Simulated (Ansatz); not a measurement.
`CC(=N)C#N` + H₂ → `CC=N` + `C#N` at 298.15 K and 1 bar (hydrogenolysis of a C–C bond).

Computed with Ansatz on PBE0-D4/def2-TZVP structures; ΔE is electronic, products minus reactants. CBS: MP2 limit from def2 TZ/QZ plus the TZ coupled-cluster correction, frozen cores. This one scheme is used for every species. Each species was taken in one conformer, which may not be the lowest.

| species | CCSD(T)/CBS energy (Eh) | H − E (kJ/mol) | S (J/(mol·K)) |
| --- | --- | --- | --- |
| `CC(=N)C#N` | -225.92562 | 194.4 | 304.0 |
| H₂ | -1.17544 | 35.1 | 130.4 |
| `CC=N` | -133.79309 | 193.1 | 262.7 |
| `C#N` | -93.32098 | 52.4 | 201.2 |

H − E and S are ideal-gas, rigid-rotor, harmonic terms from PBE0-D4/def2-TZVP, for one conformer and one mirror image of each species. The MP2-based limit puts H₂ 0.8 mEh under its directly extrapolated value; such offsets cancel only in part. 1 Eh = 2625.50 kJ/mol, R = 8.31446 J/(mol·K).

Task: By hand: ΔE, ΔH, ΔS and ΔG.

Result: ΔE = (-133.79309) + (-93.32098) − (-225.92562) − (-1.17544) = -0.01301 Eh = -34.2 kJ/mol. Δ(H − E) = 193.1 + 52.4 − 194.4 − 35.1 = 16.0, so ΔH = -18.2 kJ/mol. ΔS = 262.7 + 201.2 − 304.0 − 130.4 = 29.5 J/(mol·K). ΔG = -18.2 − 298.15 × (29.5)/1000 = -27.0 kJ/mol.

Task: By hand: the equilibrium constant, and the temperature at which ΔG would vanish if ΔH and ΔS stayed fixed.

Result: log₁₀ K = −ΔG/(RT ln 10) = 4.7. ΔH and −TΔS have one sign here, so there is no such temperature.

TΔS isn't small against ΔH here. A doubt of 5 kJ/mol in ΔE shifts log₁₀ K by 0.9 here. Other conformers and mirror images would add mixing entropy, several J/(mol·K) or more a flexible species. These are equilibria of isolated gas molecules and say nothing of rates. Largest T1 diagnostic: 0.014 (customary marks: 0.02 for closed shells, 0.045 for open ones).
